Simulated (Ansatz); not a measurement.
## Ansatz (development build ahead of 0.2.0) run

```yaml
crystal:
  periodic: [false, false, false]
  atoms:
    - { symbol: C, position_ang: [0.0, 0.0, -0.4928] }
    - { symbol: H, position_ang: [0.0, 0.0, 0.4928] }
basis:
  gaussian: { orbitals: cc-pVTZ }
magnetization:
  spin_polarized: true
  initial_magnetization: 1
hamiltonian:
  xc: hf
correlation:
  method: ccsd_t
  frozen_orbitals: { C: 1, H: 0 }
```

The input is written out in the form of the current development build from the run's settings.

Output:

```yaml
Converged: yes
Reference_energy: -38.27526 hartree
Correlation_energy: -0.12209 hartree
Total_energy: -38.39735 hartree
```
